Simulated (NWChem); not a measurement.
# BHSCl (SMILES S[B]Cl): levels of theory compared

We compute a comparison of 4 runs (USVWN5/STO-3G, USVWN5/3-21G, USVWN5/6-31G, UPBE0/cc-pVDZ) of BHSCl. 

The results are computed with NWChem 7.3.0.

## Step 1: Starting point

The species is BHSCl (4 atoms), meant as a doublet with charge 0. As SMILES, `S[B]Cl`. Geometry: relaxed at PBE0-D4/def2-TZVP.

Bond lengths: S1–B2 1.766 Å, B2–Cl3 1.722 Å, S1–H4 1.344 Å. Angles: S1–B2–Cl3 124.8°, B2–S1–H4 96.3°.

## Step 2: Energy and one-electron properties at USVWN5/STO-3G (run 1)

bclhs.nw reads:

```
start bclhs
title "BClHS"
memory 2200 mb

geometry units angstroms noautosym nocenter noautoz
  S     0.566400   -0.789100    0.531400
  B    -0.299600    0.475700   -0.345800
  Cl   -2.014100    0.616000   -0.427300
  H     1.802900   -0.362900    0.221400
end

basis "ao basis" spherical bse
  * library STO-3G
end

dft
  xc slater vwn_5
  mult 2
  grid fine
  convergence energy 1e-08
  maxiter 100
  mulliken
  noprint "final vectors analysis"
end

property
  dipole
  quadrupole
  mulliken
end

task dft property
```

Launch:

```
$ nwchem bclhs.nw > bclhs.out
```

The program printed:

```text
[...]
          Wavefunction type:  spin polarized.
          No. of atoms     :     4
          No. of electrons :    39
[...]
          Charge           :     0
          Spin multiplicity:     2
[...]
          AO basis - number of functions:    24
[...]
              XC Information
              --------------
                        Slater Exchange Functional  1.000 local
                      VWN V Correlation Functional  1.000 local
[...]
 d= 0,ls=0.0,diis     1   -870.7768098482 -9.77D+02  5.03D-02  1.13D-01     0.2
[...]
 d= 0,ls=0.0,diis     9   -870.8718731385 -5.77D-09  9.01D-06  1.03D-08     0.8
[...]
         Total DFT energy =     -870.871873138457
      One electron energy =    -1421.343682929195
           Coulomb energy =      499.328171444992
    Exchange-Corr. energy =      -55.201449553578
 Nuclear repulsion energy =      106.345087899324
[...]
      Total Density - Mulliken Population Analysis
     ---------------------------------------------
    Atom       Charge   Shell Charges
 -----------   ------   -------------------------------------------------------
    1 S   16    15.89   2.00  1.99  5.95  1.88  4.07
    2 B    5     5.00   1.99  1.11  1.90
    3 Cl  17    17.16   2.00  2.00  5.98  1.97  5.21
    4 H    1     0.95   0.95
[...]
      <S2> =      0.7554 (Exact =     0.7500)
[...]
   Dipole moment        2.4263903814 Debye(s)
             DMX        2.3231634676 DMXEFC        0.0000000000
             DMY       -0.5839204206 DMYEFC        0.0000000000
             DMZ        0.3864178157 DMZEFC        0.0000000000
   -EFC- dipole         0.0000000000 DEBYE(S)
   Total dipole         2.4263903814 DEBYE(S)
[...]
```

Run time: 1.3 s. Hardware: 1 thread of Intel Xeon 6975P-C (Granite Rapids), shared host; peak memory 0.11 GiB.

Atomic charges (e):

| atom | Mulliken | Löwdin |
| --- | --- | --- |
| S1 | +0.111 | +0.230 |
| B2 | +0.001 | -0.200 |
| Cl3 | -0.160 | -0.030 |
| H4 | +0.049 | +0.010 |

## Step 3: The charge distribution at USVWN5/3-21G (run 2)

work.nw reads:

```
start work
title "BClHS"
memory 2200 mb
charge 0

geometry units angstrom noautosym nocenter noautoz
   S      0.566400    -0.789100     0.531400
   B     -0.299600     0.475700    -0.345800
   Cl    -2.014100     0.616000    -0.427300
   H      1.802900    -0.362900     0.221400
end

basis spherical bse
   * library 3-21G
end

dft
   xc slater vwn_5
   mult 2
   grid fine
   convergence energy 1e-08
   maxiter 100
   mulliken
   noprint "final vectors analysis"
end

property
   dipole
   quadrupole
   mulliken
end

task dft property
```

Launch:

```
$ nwchem work.nw > work.out
```

The program printed:

```text
[...]
          Wavefunction type:  spin polarized.
          No. of atoms     :     4
          No. of electrons :    39
[...]
          Charge           :     0
          Spin multiplicity:     2
[...]
          AO basis - number of functions:    37
[...]
              XC Information
              --------------
                        Slater Exchange Functional  1.000 local
                      VWN V Correlation Functional  1.000 local
[...]
 d= 0,ls=0.0,diis     1   -876.2641835078 -9.83D+02  2.79D-02  1.87D-01     0.2
[...]
 d= 0,ls=0.0,diis    11   -876.3460863708 -1.36D-09  1.48D-06  1.33D-09     1.1
[...]
         Total DFT energy =     -876.346086370847
      One electron energy =    -1424.714506684215
           Coulomb energy =      497.093524657337
    Exchange-Corr. energy =      -55.070192243293
 Nuclear repulsion energy =      106.345087899324
[...]
      Total Density - Mulliken Population Analysis
     ---------------------------------------------
    Atom       Charge   Shell Charges
 -----------   ------   -------------------------------------------------------
    1 S   16    16.03   2.00  1.95  5.87  1.08  2.57  0.89  1.67
    2 B    5     5.08   1.98  0.43  1.21  0.76  0.68
    3 Cl  17    17.05   2.00  1.95  5.89  1.19  3.11  0.84  2.07
    4 H    1     0.84   0.42  0.42
[...]
      <S2> =      0.7533 (Exact =     0.7500)
[...]
   Dipole moment        1.5812628133 Debye(s)
             DMX        1.5493198123 DMXEFC        0.0000000000
             DMY       -0.2657654037 DMYEFC        0.0000000000
             DMZ        0.1713737268 DMZEFC        0.0000000000
   -EFC- dipole         0.0000000000 DEBYE(S)
   Total dipole         1.5812628133 DEBYE(S)
[...]
```

Wall time 1.7 s (1 thread of Intel Xeon 6975P-C (Granite Rapids), shared host); peak memory 0.11 GiB.

Atomic charges (e):

| atom | Mulliken | Löwdin |
| --- | --- | --- |
| S1 | -0.027 | +0.090 |
| B2 | -0.076 | -0.310 |
| Cl3 | -0.054 | +0.100 |
| H4 | +0.156 | +0.130 |

Run 3 isn't shown in full; the table further down has it.

## Step 4: Energy and gradient at UPBE0/cc-pVDZ (run 4)

bclhs.nw reads:

```
start bclhs
title "BClHS gradient"
memory 2200 mb
charge 0

geometry units angstroms noautosym nocenter noautoz
S        0.566400      -0.789100       0.531400
B       -0.299600       0.475700      -0.345800
Cl      -2.014100       0.616000      -0.427300
H        1.802900      -0.362900       0.221400
end

basis spherical bse
* library cc-pVDZ
end

dft
xc pbe0
mult 2
grid fine
convergence energy 1e-08
iterations 100
mulliken
noprint "final vectors analysis"
end

task dft gradient
```

Launch:

```
$ nwchem bclhs.nw > bclhs.out
```

The program printed:

```text
[...]
          Wavefunction type:  spin polarized.
          No. of atoms     :     4
          No. of electrons :    39
[...]
          Charge           :     0
          Spin multiplicity:     2
[...]
          AO basis - number of functions:    55
[...]
              XC Information
              --------------
                         PBE0 Method XC Functional
                     Hartree-Fock (Exact) Exchange  0.250
          PerdewBurkeErnzerhof Exchange Functional  0.750
            Perdew 1991 LDA Correlation Functional  1.000 local
           PerdewBurkeErnz. Correlation Functional  1.000 non-local
[...]
 d= 0,ls=0.0,diis     1   -883.4673700178 -9.90D+02  1.16D-02  8.15D-02     2.0
[...]
 d= 0,ls=0.0,diis    11   -883.5217398173 -9.20D-09  5.71D-07  7.07D-10    15.4
[...]
         Total DFT energy =     -883.521739817262
      One electron energy =    -1430.306456466167
           Coulomb energy =      498.489910547051
    Exchange-Corr. energy =      -58.050281797470
 Nuclear repulsion energy =      106.345087899324
[...]
      Total Density - Mulliken Population Analysis
     ---------------------------------------------
    Atom       Charge   Shell Charges
 -----------   ------   -------------------------------------------------------
    1 S   16    16.03   2.00  2.03  0.93  0.82  6.01  2.38  1.80  0.07
    2 B    5     5.06   2.01  0.66  0.45  1.41  0.39  0.14
    3 Cl  17    17.04   2.00  2.03  0.96  0.91  6.00  3.08  2.03  0.03
    4 H    1     0.87   0.70  0.14  0.03
[...]
      <S2> =      0.7538 (Exact =     0.7500)
[...]
  wavefunction    = open shell
                         DFT ENERGY GRADIENTS
    atom               coordinates                        gradient
                 x          y          z           x          y          z
   1 S       1.070341  -1.491183   1.004200    0.002998   0.007317  -0.005154
   2 B      -0.566162   0.898943  -0.653467   -0.005352  -0.004782   0.003393
   3 Cl     -3.806097   1.164071  -0.807480    0.008307  -0.000356   0.000173
   4 H       3.406987  -0.685782   0.418385   -0.005953  -0.002179   0.001587
[...]
```

Wall time 26 s (1 thread of Intel Xeon 6975P-C (Granite Rapids), shared host); peak memory 0.11 GiB.

## Step 5: Overview of the runs

| run | level | task | energy (Eh) | dipole moment (D) | ⟨S²⟩ | wall time |
| --- | --- | --- | --- | --- | --- | --- |
| 1 | USVWN5/STO-3G | properties | -870.871873 | 2.43 | 0.755 | 1.3 s |
| 2 | USVWN5/3-21G | properties | -876.346086 | 1.58 | 0.753 | 1.7 s |
| 3 | USVWN5/6-31G | properties | -880.593523 | 1.60 | 0.753 | 2.8 s |
| 4 | UPBE0/cc-pVDZ | gradient | -883.521740 | 1.19 | 0.754 | 26 s |

## Step 6: Results

| quantity | value |
| --- | --- |
| run 4: total energy | -883.52174 Eh |
| run 4: dipole moment | 1.19 D |
| run 4: ⟨S²⟩ | 0.754 |
| run 4: largest force on an atom | 0.485 eV/Å |

The dipole moment (its size) runs from 1.19 D (UPBE0/cc-pVDZ) to 2.43 D (USVWN5/STO-3G). The two ends differ in method and basis. Totals of different functionals can't be ranked against each other. In run 1 the basis is minimal, so the values are rough. All runs together took 32 s, the longest 26 s.
